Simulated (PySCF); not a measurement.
C3H3: g tensor and hyperfine couplings

Compound: C₃H₃ (doublet state).
Atom-mapped SMILES: `[C:1]1=[CH:2][CH2:3]1` (hydrogens: H4 on C2; H5, H6 on C3)

Structure used (GFN2-xTB), in Å, numbered top down from 1:
```xyz
6
C3H3 angstrom
C      0.2672    1.0885   -0.3874
C      0.9227    0.0843    0.0684
C     -0.6473   -0.0323   -0.0638
H      1.7622   -0.4850    0.3785
H     -1.0552   -0.6488   -0.8557
H     -1.2465   -0.0048    0.8384
```

Method used: PySCF 2.14.0, UKS B3LYP, pcH-1 on C H, non-relativistic, mean-field spin-orbit, GIAO. Geometry: GFN2-xTB; no solvent, vibrations or thermal averaging. The geometry wasn't refined by DFT: couplings that depend on bond lengths, twists or pyramidal angles can differ widely from those at the functional's own minimum.

- g1, g2, g3: 2.00134, 2.00268, 2.00404
- g_iso: 2.00269
- Form of g: rhombic: the two nearest values differ by 49 % of g3 − g1
- ⟨S²⟩: 0.7570 (exact 0.7500)
- α and β electrons: 11, 10
- HOMO–LUMO gap, α and β orbitals: 6.83, 3.94 eV
- Total energy: -115.94786 Eh

Hyperfine couplings atom by atom, in MHz; T1 to T3 are the principal values of the dipolar part; ρ(0) is the spin density at the nucleus:

| atom | isotope | a_iso | T1 | T2 | T3 | Mulliken spin population | ρ(0) (bohr⁻³) |
| --- | --- | --- | --- | --- | --- | --- | --- |
| C1 | 13C | 487.4 | -57.5 | -39.3 | 96.8 | 0.69 | 0.4336 |
| C2 | 13C | 2.8 | -27.6 | -5.8 | 33.3 | 0.03 | 0.0025 |
| C3 | 13C | 31.6 | -30.1 | -28.0 | 58.2 | 0.31 | 0.0281 |
| H4 | 1H | 7.0 | -9.8 | -0.6 | 10.4 | 0.00 | 0.0016 |
| H5 | 1H | -18.2 | -14.0 | -3.6 | 17.6 | -0.01 | -0.0041 |
| H6 | 1H | -18.2 | -14.0 | -3.6 | 17.6 | -0.01 | -0.0041 |

The largest Mulliken spin populations are on C1 (+0.69) and C3 (+0.31).

Axes: g2 points within 11° of the C1–C3 bond.

Under fast tumbling the dipolar parts average out, and these isotropic splittings remain: 2 × 1H (H5/H6, I = 1/2, 3 lines) with 0.65 mT and 1 × 1H (H4, I = 1/2, 2 lines) with 0.25 mT.

The 13C coupling of C1 (487.4 MHz) shows only in satellite lines or after enrichment, since that isotope makes up about 1.07 % of natural carbon.

On one thread of an Arm Neoverse V1, shared host, this took 10 s.
